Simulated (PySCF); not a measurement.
Species: C₄H₁₀N (charge +1).
SMILES with atom numbers: `[CH3:1][CH:2]=[N+:3]([CH3:4])[CH3:5]` (hydrogens: H6, H7, H8 on C1; H9 on C2; H10, H11, H12 on C4; H13, H14, H15 on C5)

The same species was optimised twice, with GFN2-xTB and with PBE0-D3(BJ)/def2-SVP (PySCF), and the same property calculations (PySCF, gas phase) were run on both structures.

```json
{"coordinate": "N3–C5 (Å)", "GFN2-xTB": "1.439", "PBE0-D3(BJ)/def2-SVP": "1.463", "change": "+0.024"}
{"coordinate": "N3–C4 (Å)", "GFN2-xTB": "1.443", "PBE0-D3(BJ)/def2-SVP": "1.460", "change": "+0.017"}
{"coordinate": "C2–H9 (Å)", "GFN2-xTB": "1.084", "PBE0-D3(BJ)/def2-SVP": "1.097", "change": "+0.013"}
{"coordinate": "C5–H13 (Å)", "GFN2-xTB": "1.088", "PBE0-D3(BJ)/def2-SVP": "1.096", "change": "+0.008"}
{"coordinate": "C5–H15 (Å)", "GFN2-xTB": "1.091", "PBE0-D3(BJ)/def2-SVP": "1.099", "change": "+0.008"}
{"coordinate": "C5–H14 (Å)", "GFN2-xTB": "1.091", "PBE0-D3(BJ)/def2-SVP": "1.099", "change": "+0.008"}
{"coordinate": "C2=N3 (Å)", "GFN2-xTB": "1.281", "PBE0-D3(BJ)/def2-SVP": "1.288", "change": "+0.007"}
{"coordinate": "C1–C2 (Å)", "GFN2-xTB": "1.464", "PBE0-D3(BJ)/def2-SVP": "1.468", "change": "+0.004"}
{"coordinate": "C1–C2–N3 (°)", "GFN2-xTB": "123.8", "PBE0-D3(BJ)/def2-SVP": "128.3", "change": "+4.5"}
{"coordinate": "C2–N3–C4 (°)", "GFN2-xTB": "121.4", "PBE0-D3(BJ)/def2-SVP": "124.9", "change": "+3.5"}
{"coordinate": "N3–C2–H9 (°)", "GFN2-xTB": "117.5", "PBE0-D3(BJ)/def2-SVP": "114.8", "change": "-2.7"}
{"coordinate": "C1–C2–H9 (°)", "GFN2-xTB": "118.7", "PBE0-D3(BJ)/def2-SVP": "116.9", "change": "-1.8"}
{"coordinate": "C2–N3–C5 (°)", "GFN2-xTB": "122.7", "PBE0-D3(BJ)/def2-SVP": "120.9", "change": "-1.8"}
{"coordinate": "C4–N3–C5 (°)", "GFN2-xTB": "115.9", "PBE0-D3(BJ)/def2-SVP": "114.2", "change": "-1.7"}
{"coordinate": "N3–C5–H13 (°)", "GFN2-xTB": "111.4", "PBE0-D3(BJ)/def2-SVP": "110.2", "change": "-1.2"}
{"coordinate": "H14–C5–H15 (°)", "GFN2-xTB": "108.0", "PBE0-D3(BJ)/def2-SVP": "108.9", "change": "+0.9"}
```

Rotational constants: A = 8815, B = 3869, C = 2829 MHz (GFN2-xTB) against A = 8503, B = 3713, C = 2717 MHz (PBE0-D3(BJ)/def2-SVP). Atoms that the bonding makes alike are paired by their places after alignment. End groups have turned between the structures, so H6, H7, H8, H10, H11, H12 are left out of the comparison.

On the GFN2-xTB structure: lowest singlet, TDDFT (eV) 7.18 [CAM-B3LYP/def2-SVPD]; lowest triplet, Tamm–Dancoff (eV) 4.65 [CAM-B3LYP/def2-SVPD]; isotropic polarisability (au) 52.2 [CAM-B3LYP/def2-SVPD]; HOMO (eV) -15.67 [CAM-B3LYP/def2-SVPD]; LUMO (eV) -5.55 [CAM-B3LYP/def2-SVPD]; HOMO (eV) -14.32 [PBE0/pcSseg-1]; LUMO (eV) -6.73 [PBE0/pcSseg-1]; GIAO shielding of C1 (ppm) 165.6 [PBE0/pcSseg-1]; GIAO shielding of C2 (ppm) -6.1 [PBE0/pcSseg-1]; GIAO shielding of N3 (ppm) 31.0 [PBE0/pcSseg-1]; GIAO shielding of C4 (ppm) 145.0 [PBE0/pcSseg-1]; GIAO shielding of C5 (ppm) 135.1 [PBE0/pcSseg-1].

Problem. What do these properties become on the PBE0-D3(BJ)/def2-SVP structure?

Solution. 
```csv
property,level,on GFN2-xTB,on PBE0-D3(BJ)/def2-SVP,change
"lowest singlet, TDDFT (eV)",CAM-B3LYP/def2-SVPD,7.18,7.37,+0.19
"lowest triplet, Tamm–Dancoff (eV)",CAM-B3LYP/def2-SVPD,4.65,4.79,+0.14
isotropic polarisability (au),CAM-B3LYP/def2-SVPD,52.2,54.0,+1.8
HOMO (eV),CAM-B3LYP/def2-SVPD,-15.67,-15.66,+0.01
LUMO (eV),CAM-B3LYP/def2-SVPD,-5.55,-5.38,+0.17
"energy, GFN2-xTB geometry as zero (kcal/mol)",CAM-B3LYP/def2-SVPD,0.0,-1.5,-1.5
HOMO (eV),PBE0/pcSseg-1,-14.32,-14.31,+0.01
LUMO (eV),PBE0/pcSseg-1,-6.73,-6.57,+0.16
"energy, GFN2-xTB geometry as zero (kcal/mol)",PBE0/pcSseg-1,0.0,-1.5,-1.5
GIAO shielding of C1 (ppm),PBE0/pcSseg-1,165.6,161.9,-3.7
GIAO shielding of C2 (ppm),PBE0/pcSseg-1,-6.1,-6.4,-0.3
GIAO shielding of N3 (ppm),PBE0/pcSseg-1,31.0,28.6,-2.4
GIAO shielding of C4 (ppm),PBE0/pcSseg-1,145.0,143.2,-1.8
GIAO shielding of C5 (ppm),PBE0/pcSseg-1,135.1,131.3,-3.8
```

The heavy atoms differ by 0.064 Å rms after alignment. Among the bonds compared N3–C5 changes most (+0.024 Å). Changes are differences of the printed values. Neither structure is proved a minimum here. Geometry: PBE0-D3(BJ)/def2-SVP; no solvent, vibrations or thermal averaging.
